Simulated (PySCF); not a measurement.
# C3H2S (Thiopropynal): the cost of one run

Programs: PySCF 2.14.0, with routines of our own; each step states its level. All values are computed. Atoms count from 0.

## Step 1: The system as given

6 atoms, charge 0, multiplicity 1; geometry from: GFN2-xTB.

## Step 2: Geometry optimisation at PBE0/def2-TZVP

What the job is given:

```
{"job": {"xc": "PBE0", "basis": "def2-TZVP", "grid": 1, "kind": "geom"}, "charge": 0, "multiplicity": 1}
C      1.542056    -0.199507    -0.060413
C      0.359889     0.031537    -0.006518
C     -1.016107     0.241430     0.049004
S     -2.110732    -0.956426    -0.088169
H      2.575011    -0.382396    -0.105471
H     -1.346995     1.267351     0.189992
```

The run is started by

```bash
$ OMP_NUM_THREADS=1 python excited_run.py task.json out
```

One launch serves the whole session: the jobs run in the order shown.

**Question.** How long does this first job take on 1 thread of Arm Neoverse N1, shared host, and how much memory does it need?

About 44 s, with a peak of 0.48 GiB.
